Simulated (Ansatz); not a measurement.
Input file:

```yaml
crystal:
  periodic: [false, false, false]
  atoms:
    - {symbol: Cl, position_ang: [0.000000, 0.372455, 3.147220]}
    - {symbol: B, position_ang: [0.000000, 1.265851, 1.672338]}
    - {symbol: Ge, position_ang: [0.000000, -0.376099, -1.742413]}
    - {symbol: H, position_ang: [0.000000, 0.426654, -3.064797]}
basis:
  gaussian: {orbitals: STO-3G}
magnetization: {spin_polarized: false, initial_magnetization: 3}
correlation: {active_space: {window: {electrons: 7, orbitals: 5}}}
output: {forces: true}
```

```sh
$ ansatz run in.yaml --threads 1 --pin off --events-out ev --progress --plain --max-ram 2393MiB
```

The program prints:

```
344 factors; integrals over basis functions are off by at most 3.2e-5 eV
mean field evaluation 1: about -68868.1938 eV, gradient 1.7e1 eV
mean field evaluation 2: about -68868.2093 eV, gradient 1.7e1 eV
mean field evaluation 4: about -68865.0769 eV, gradient 1.6e1 eV
mean field evaluation 8: about -68872.9547 eV, gradient 5.8e-2 eV
mean field evaluation 16: about -68872.9773 eV, gradient 7.9e-1 eV
mean field evaluation 32: about -68872.9297 eV, gradient 2.1e-2 eV
mean field evaluation 64: about -68872.9508 eV, gradient 5.5e-1 eV
mean field evaluation 96: about -68872.8994 eV, gradient 3.9e-2 eV
mean field evaluation 128: about -68872.9475 eV, gradient 1.6e-4 eV
mean field evaluation 160: about -68872.9025 eV, gradient 2.1e0 eV
mean field evaluation 192: about -68872.8975 eV, gradient 1.1e-6 eV
mean field -68872.98461799 eV, -2531.0355009254 hartree, gradient 6.8e-7 eV, S^2 3.750000; 18 other end points of the search recorded, 0 dependent functions left out
reference -68872.98461799 eV, -2531.0355009254 hartree; 29, 26 occupied and 4, 7 virtual orbitals, 344 factors
state -68872.98884785 eV, -2531.0356563699 hartree
the calculation of the forces begins
Total energy: -68872.98884785 eV, -2531.0356563699 hartree
Atom 0 at     0.000000     0.372455     3.147220 Å, force     0.000000    -0.788967     1.250898 eV/Å
Atom 1 at     0.000000     1.265851     1.672338 Å, force    -0.000000     0.748781    -1.339811 eV/Å
Atom 2 at     0.000000    -0.376099    -1.742413 Å, force     0.000000     0.846371    -1.192631 eV/Å
Atom 3 at     0.000000     0.426654    -3.064797 Å, force    -0.000000    -0.806185     1.281544 eV/Å
Dipole moment:    -0.000000     0.224990    -0.483947 e Å
```

Natural occupations: 1.9999 1.9999 1.0001 1.0001 1.0000.

Forces (eV/Å):
```
Cl   0.000 -0.789  1.251
B    0.000  0.749 -1.340
Ge   0.000  0.846 -1.193
H    0.000 -0.806  1.282
```

Ran on 1 thread of Arm Neoverse V1, shared host: 12 s wall, 0.28 GiB peak host memory.
